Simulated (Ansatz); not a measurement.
Bond stretch in NaCl, singlet.

Levels of theory: UCCSD(T) = CCSD(T) on UHF/cc-pVDZ, frozen core run with Ansatz (a quantum-chemistry and plane-wave program); UCCSD = CCSD on UHF/cc-pVDZ, frozen core run with Ansatz; UKS-B3LYP = Ansatz with unrestricted B3LYP/cc-pVDZ.

Total energies in hartree (comparable only within one method and basis):

```tsv
R / Å	UCCSD(T)	UCCSD	UKS-B3LYP
1.90	-621.52757	-621.52547	-622.53922
2.04	-621.56324	-621.56115	-622.57193
2.12	-621.57501	-621.57291	-622.58245
2.20	-621.58246	-621.58034	-622.58889
2.28	-621.58670	-621.58456	-622.59232
2.36	-621.58856	-621.58640	-622.59353
2.46	-621.58847	-621.58627	-622.59278
2.49	-621.58804	-621.58583	-622.59219
2.61	-621.58495	-621.58272	-622.58856
2.76	-621.57896	-621.57668	-622.58213
2.90	-621.57211	-621.56981	-622.57508
3.19	-621.55631	-621.55400	-622.55949
3.48	-621.54038	-621.53809	-622.54442
3.91	-621.51873	-621.51654	-622.52492
4.20	-621.50593	-621.50382	-622.51400
4.75	-621.48571	-621.48372	-622.49962
5.19	—	—	-622.49237
5.73	—	—	-622.48648
6.40	—	—	-622.48184
7.14	—	—	-622.47862
```

A dash means that the run gave no value there, or that the column was ended at a point which the program doubted or which failed a test of continuity chosen for this set; such a test can also cut sound points.

The scan ran from 1.90 to 9.47 Å; beyond the distances shown full CI changes its symmetry label. The unrestricted determinant behind UCCSD(T), UCCSD is spin-contaminated at 5.19 to 7.14 Å (<S²> up to 1.0, against 0.00 for a pure singlet). The unrestricted determinant behind UKS-B3LYP is spin-contaminated at 4.20 to 7.14 Å (<S²> up to 0.6, against 0.00 for a pure singlet).
